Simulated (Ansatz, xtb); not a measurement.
CH3FNO: which of two isomers lies lower

We compare I, `N[C@H]([O])F`, a doublet, with II, `[NH][C@H](O)F`, a doublet. Both are isolated molecules in the gas phase, relaxed with PBE0-D3(BJ)/def2-SVP; the shapes shown needn't be the lowest conformers.

I (Å):

```xyz
7

C     0.0252    0.4261    2.9601
F     1.1815    0.1364    2.2945
N    -0.7086    1.4073    2.1928
O     0.2265    1.0584    4.0999
H    -1.6604    1.5299    2.5325
H    -0.2154    2.3014    2.2113
H    -0.5548   -0.5164    3.0365
```

II (Å):

```
atom    x (Å)    y (Å)   z (Å)
   C  -0.4584   0.8443  2.9784
   F  -0.1270  -0.4935  3.1088
   N  -0.3800   1.2141  1.6113
   O   0.3374   1.6118  3.7663
   H  -0.8013   0.4427  1.0758
   H  -1.5029   0.9507  3.3397
   H   1.1427   1.8081  3.2697
```

Quicker runs give these differences E(II) − E(I): GFN2-xTB −11.9 kJ/mol; HF/STO-3G +41.3 kJ/mol (at GFN2-xTB geometries); r2SCAN-D4/def2-SVP +25.5 kJ/mol (at GFN2-xTB geometries).

Q: Estimate which is lower in electronic energy at CCSD(T)/def2-SVP + ΔMP2/def2-TZVPP, and by roughly how much.

A: The CCSD(T)/def2-SVP + ΔMP2/def2-TZVPP calculation puts structure II lower, by 9.6 kJ/mol.

The same difference at several levels:

```csv
level,geometry,E(II) − E(I) (kJ/mol),departure from the last row (kJ/mol),"job, with rough time for the two"
GFN2-xTB,GFN2-xTB,−11.9,−2.2,"optimisation, 0.096 s"
HF/STO-3G,GFN2-xTB,+41.3,+51.0,"single point, 0.4 s"
r2SCAN-D4/def2-SVP,GFN2-xTB,+25.5,+35.2,"single point, 6.9 s"
PBE0-D3(BJ)/def2-SVP,PBE0-D3(BJ)/def2-SVP,+9.3,+19.0,"optimisation, 87 s"
HF/def2-SVP,PBE0-D3(BJ)/def2-SVP,−12.4,−2.7,part of the CCSD(T) run
MP2/def2-SVP,PBE0-D3(BJ)/def2-SVP,−23.3,−13.7,part of the CCSD(T) run
CCSD(T)/def2-SVP,PBE0-D3(BJ)/def2-SVP,−5.7,+4.0,single point
CCSD(T)/def2-SVP + ΔMP2/def2-TZVPP,PBE0-D3(BJ)/def2-SVP,−9.6,,"single point, 55 s"
```

As drawn, II has 1 O–H in place of 1 N–H.

HF/STO-3G, r2SCAN-D4/def2-SVP, PBE0-D3(BJ)/def2-SVP put the two in the other order. The largest departure from CCSD(T)/def2-SVP + ΔMP2/def2-TZVPP is that of HF/STO-3G, 51.0 kJ/mol. The last row adds to CCSD(T) the change of the MP2 difference between the two basis sets, here −4.0 kJ/mol.

With harmonic frequencies from PBE0-D3(BJ)/def2-SVP (ideal gas, rigid rotor, one conformer each, 298.15 K, 1 atm): the zero-point term adds −4.0 kJ/mol; ΔH is −12.7 and ΔG −14.4 kJ/mol.

Open shells are spin-unrestricted. The correlated steps freeze 4 core orbitals. Codes used: Ansatz 0.2.0, xtb 6.7.1; the last row on 1 thread of Arm Neoverse V1 on a shared host.
